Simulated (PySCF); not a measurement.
# Shieldings and the share of exact exchange

Molecule: SMILES CC(C)(C)C=O, C$_{5}$H$_{10}$O.

Structure with atom numbers: `[CH3:1][C:2]([CH3:3])([CH3:4])[CH:5]=[O:6]`. Hydrogens are named by the atom that carries them.

GIAO shieldings (ppm, equivalent atoms averaged) in PySCF on the PBE0-D3(BJ)/def2-SVP geometry, basis pcSseg-1, gas phase, non-relativistic:

| functional | exact exchange (%) | σ(C2) |
| --- | --- | --- |
| BLYP | 0 | 128.8 |
| BP86 | 0 | 133.8 |
| PBE | 0 | 134.7 |
| PBE0 | 25 | 141.7 |
| mPW1PW91 | 25 | 140.8 |
| BHandHLYP | 50 | 142.9 |
| HF | 100 | 155.9 |

(1) Fit each shielding as a line in the percentage of exact exchange.

(2) What does the line predict for B3LYP (20 %), and what does the run give?

## Answers

(1) σ(C2) = 133.3 + 0.23 x (rms 2.3 ppm). The functionals also differ in their semilocal parts, which the line can't hold; Hartree–Fock has no correlation at all.

(2) σ(C2): 137.9 predicted, 134.9 computed ppm.
